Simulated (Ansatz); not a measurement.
The first iterations of a band of AlH4LiSi (7 atoms, charge 0, multiplicity 1).

These are results of RKS r2SCAN/STO-3G in Ansatz 0.2.0, not measurements.

```yaml
movable_images: 2
climbing_image: yes
spring: 5.0 eV/Å²
optimiser: quadratic models (default)
start_path: through a guess of the saddle point
force_threshold: 0.05 eV/Å
iteration_limit: 60
end_points: relaxed
```

First end point:

```xyz
7
Properties=species:S:1:pos:R:3
Li -2.674 0.002 -0.499
Si -0.320 -0.065 -0.879
Al 0.743 0.077 1.120
H 0.035 -1.278 -1.595
H 0.072 1.009 -1.776
H 1.051 -1.162 1.918
H 1.093 1.417 1.712
```

Last end point:

```xyz
7
Properties=species:S:1:pos:R:3
Li -2.674 0.012 -0.500
Si -0.320 -0.065 -0.879
Al 0.744 0.077 1.120
H 0.030 -1.282 -1.591
H 0.076 1.004 -1.779
H 1.107 1.416 1.705
H 1.037 -1.161 1.925
```

| iteration | highest image above the first end (eV) | largest band force component (eV/Å) |
| --- | --- | --- |
| 1 | 3.307 | 9.801 |
| 2 | 1.579 | 4.698 |
| 3 | 0.596 | 2.099 |

**Question.** Does the band converge within its limit, and where does its top end?

**Answer.** The forces met the threshold. It ended after 9 iterations with the highest image 0.168 eV above the first end. Another band between the same ends (7 images) ends at a top of the same energy, where a vibrational analysis finds 1 clearly imaginary mode. So few images can step over the top or miss a turn of the path. Limits of this set-up: minimal basis.

Run time: 33 s on 1 thread of Arm Neoverse V2 (shared host), peak memory 0.11 GiB.
